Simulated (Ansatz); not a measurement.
# W: a sweep of the PAW cutoff

The task here is to estimate one member of a computed series from the others.

Computed with Ansatz 0.2.0 (DFT, PBE, PAW with Ansatz's default frozen-core files, scalar-relativistic, unless a step's input says otherwise).

## The system as given

Symmetry: Im-3m, No. 229, cubic system. Conventional cell: a = 3.185 Å, b = 3.185 Å, c = 3.185 Å, α = 90.00°, β = 90.00°, γ = 90.00°. Around W (site symmetry m-3m) lie 8 W at 2.76 Å.

Coordinates:

```
CELL_PARAMETERS angstrom
-1.59227 1.59227 1.59227
1.59227 -1.59227 1.59227
1.59227 1.59227 -1.59227
ATOMIC_POSITIONS crystal
W 0.00000 0.00000 0.00000
```

The cell was relaxed by PAW from a hypothetical start (bcc type); it needn't be the stable phase of this composition.

Set-up of the first run:

Input file input.yaml:

```yaml
crystal:
  lattice:
    - [-1.5922712528, 1.5922712528, 1.5922712528]
    - [1.5922712528, -1.5922712528, 1.5922712528]
    - [1.5922712528, 1.5922712528, -1.5922712528]
  atoms:
    - { symbol: W, position: [0.0, 0.0, 0.0] }
kpoints:
  mp_grid: { grid: [14, 14, 14] }
scf:
  occupations: { method: fermi_dirac, width: 0.08 }
hamiltonian:
  xc: pbe
  pseudopotentials: { kind: paw }
output:
  forces: true
  stress: true
  eigenvalues: true
  efg: { contact_densities: true }
  write_density: true
  write_potential: true
  elf: true
  volumetric_format: npy
basis:
  ecutwfc: 150
```

Started as:

```sh
ansatz run input.yaml --threads 1 --pin off --max-ram 2048MiB --backend cpu --events-out ev --progress --plain --runs-dir out
```

Among the steps run: With PAW files, cutoff 150 eV; With PAW files, cutoff 200 eV; With PAW files, cutoff 300 eV; With PAW files, cutoff 350 eV; With PAW files, cutoff 600 eV.

One table of the session follows, with a row left open; its other results are not shown here.

It belongs to the step «The sweep in one table». 

| cutoff (eV) | pressure (GPa) |
| --- | --- |
| 150 | -44.28 |
| 200 | ? |
| 300 | 0.19 |
| 350 | 0.03 |
| 600 | -0.02 |

**Question.** Estimate the row for cutoff (eV) = 200.

Worked estimate for «pressure (GPa)». A straight line through the neighbours (150, -44.28) and (300, 0.19) gives -44.28 + (0.19 + 44.28) × (200 − 150) / (300 − 150) = -29.46; a parabola fitted to 3 rows on both sides gives -21.97.

**Answer.** pressure (GPa): 3.50. In «pressure (GPa)» the line misses by -32.96 and the parabola by -25.47. Between these rows the values bend or scatter more than so simple an estimate can follow.

Energies are those extrapolated to zero smearing.

Caveats from the session: Warnings in the runs' records: gradients without spin orbit, cutoff below recommended.
